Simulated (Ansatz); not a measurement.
```yaml
crystal:
  periodic: [false, false, false]
  atoms:
    - {symbol: O, position_ang: [-0.034053, -0.091496, -0.111773]}
    - {symbol: Na, position_ang: [1.461857, 0.052492, 0.581614]}
    - {symbol: H, position_ang: [-1.095565, 0.024352, -0.789657]}
basis:
  gaussian: {orbitals: cc-pVTZ-DK}
hamiltonian: {xc: {name: rPW86-PBE}, dispersion: rvv10}
charge: 1
output: {forces: true}
```

```sh
$ ansatz run in.yaml --threads 2 --pin off --events-out ev --progress --plain --max-ram 32768MiB --backend cpu
```

It prints (some lines left out):

```
Error: YAML parse error: error: line 10 column 1: unknown field `charge`, expected one of crystal, accuracy, basis, kpoints, hamiltonian, magnetization, projection, total_charge, correlation, batch, efield, external_charges, scf, relax, neb, saddle, md, ramp, phonons, dielectric, real_time, elastic, magnetic_configurations, gw, evaluate, workflow, output, checkpoint, execution
 8 |   gaussian: {orbitals: cc-pVTZ-DK}
 9 | hamiltonian: {xc: {name: rPW86-PBE}, dispersion: rvv10}
10 | charge: 1
11 | output: {forces: true}
```

**Question.** Something in this input is off. What?

**Answer.** The input holds a key that doesn't belong there. The program refused the input.
